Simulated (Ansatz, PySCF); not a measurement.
Molecule: C2H5S, charge 0, multiplicity 2. It need not be the lowest isomer of its formula. 
Geometry from a B3LYP-D3(BJ)/def2-TZVP (Ansatz, a quantum-chemistry and plane-wave program) optimisation:
```
C
H 1 1.0952
H 1 1.0952 2 105.16
C 1 1.5217 2 111.58 3 121.13
H 4 1.0903 1 110.85 2 -178.77
H 4 1.0903 5 107.88 1 121.55
H 4 1.0932 5 108.32 6 117.04
S 1 1.8031 2 106.16 3 -112.26
```
Charge 0, spin multiplicity 2.


Quantity: enthalpy of formation at 298 K (from the atomisation energy, B3LYP-D3(BJ)/def2-TZVP harmonic zero-point and thermal terms from PySCF, and the atoms' enthalpies of formation in the G2/97 table; no spin-orbit terms, and no core term in the frozen-core levels), in eV. Valence correlation only, unless marked. Open shells are spin-unrestricted. No spin-orbit coupling. Non-relativistic. The coupled-cluster limit lacks core correlation, which all-electron functionals hold. CBS marks a two-point X^-3 extrapolation of the correlation energy; Hartree-Fock from the larger set. The bracket is a focal-point correction in the basis named.

```
level                                                                 program  enthalpy of formation at 298 K (eV)
-------------------------------------------------------------  --------------  -----------------------------------
HF/STO-3G                                                              Ansatz                                 2.67
HF/aug-cc-pV(D+d)Z                                                     Ansatz                                 8.64
HF/aug-cc-pV(T+d)Z                                                     Ansatz                                 8.33
BLYP-D3(BJ)/def2-TZVPD                                         Ansatz + dftd3                                 1.09
BP86-D3(BJ)/def2-TZVPD                                          PySCF + dftd3                                 0.00
TPSS-D3(BJ)/def2-TZVPD                                          PySCF + dftd3                                 0.62
M06-L-D4/def2-TZVPD                                             PySCF + dftd4                                 1.09
r2SCAN/def2-TZVPD                                                      Ansatz                                 0.90
r2SCAN-D3(BJ)/def2-TZVPD                                       Ansatz + dftd3                                 0.86
PBE0/STO-3G                                                            Ansatz                                -5.28
r2SCAN0-D4/def2-TZVPD                                          Ansatz + dftd4                                 1.14
MN15-D3(BJ)/def2-TZVPD                                          PySCF + dftd3                                 1.05
LC-wPBE-D3(BJ)/def2-TZVPD                                      Ansatz + dftd3                                 0.95
MP2/STO-3G                                                             Ansatz                                 0.05
RI-MP2/CBS(cc-pV(T+d)Z,cc-pV(Q+d)Z)                                    Ansatz                                 0.85
SCS-MP2/6-31G                                                          Ansatz                                 5.33
SCS-MP2/cc-pV(D+d)Z                                                    Ansatz                                 3.05
CCSD/aug-cc-pV(D+d)Z                                                   Ansatz                                 3.14
CCSD(T)/6-31G                                                          Ansatz                                 5.22
CCSD(T)/cc-pV(D+d)Z                                                    Ansatz                                 3.11
RI-MP2/CBS(cc-pV(T+d)Z,cc-pV(Q+d)Z)+[CCSD(T)-MP2]/cc-pV(T+d)Z          Ansatz                                 1.03
```
